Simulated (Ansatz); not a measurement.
## A barrier at the coupled-cluster level

Start structure (C2H4N, doublet), relaxed at PBE0-D4/def2-TZVP:

```
7
angstrom
H -0.2151 1.0948 0.0120
C 0.6283 0.4280 0.1981
C 0.2248 -0.9496 -0.0001
N -0.0965 -2.0415 -0.1575
H -2.9532 0.2100 -0.7883
H 0.9738 0.5742 1.2225
H 1.4379 0.6841 -0.4869
```

The step: C₂H₃N (CC#N) + H → C₂H₂N ([CH2][C][N]) + H₂; bonds formed: H1–H5; bonds broken: H1–C2. Ansatz 0.2.0; basis: def2-TZVPP and def2-QZVPP; cores frozen in the correlated methods; orbitals are unrestricted. Extrapolation: Hartree–Fock as exp(−7.88 √X), correlation as X^−2.97. Energies below are by CCSD(T) at an estimated basis limit (MP2 extrapolated from triple and quadruple zeta, plus CCSD(T) − MP2 in triple zeta).

**Question.** What are the electronic barrier and the energy of the step, from the start structure to the end structure? (An estimate is asked for; the value comes from the calculation.)

**Answer.** Computed: Barrier 0.564 eV; step energy -0.231 eV (downhill); reverse barrier, their difference, 0.795 eV. Barrier and step energy count from the start structure, the reverse barrier from the end structure.

The saddle point: One imaginary mode of 1403i cm⁻¹.
```tsv
pair	start (Å)	saddle (Å)	end (Å)
H1–H5	2.99	0.95	0.75
H1–C2	1.09	1.31	5.32
```

Zero-point energy (harmonic, PBE0-D4): ZPE is 1.248 eV at the start and 1.165 eV at the saddle, so the barrier goes from 0.564 to 0.481 eV.

No T1 diagnostic of these runs exceeds 0.034. ⟨S²⟩ of the unrestricted Hartree–Fock references: 0.75 to 0.94 (a pure state has 0.75). The unrestricted reference is spin-contaminated, which hurts MP2 most.

Labels in which every atom is bracketed show which atoms are joined, not bond orders.

For scale, one of the runs: CCSD(T)/def2-TZVPP, 149 basis functions, launched by `ansatz run in.yaml --threads 2 --pin off --events-out ev --progress --plain --max-ram 4352MiB`. Time: 45 s of wall clock on 2 CPU threads of an Arm Neoverse V2; the host was shared. Peak host memory: 2.3 GiB.
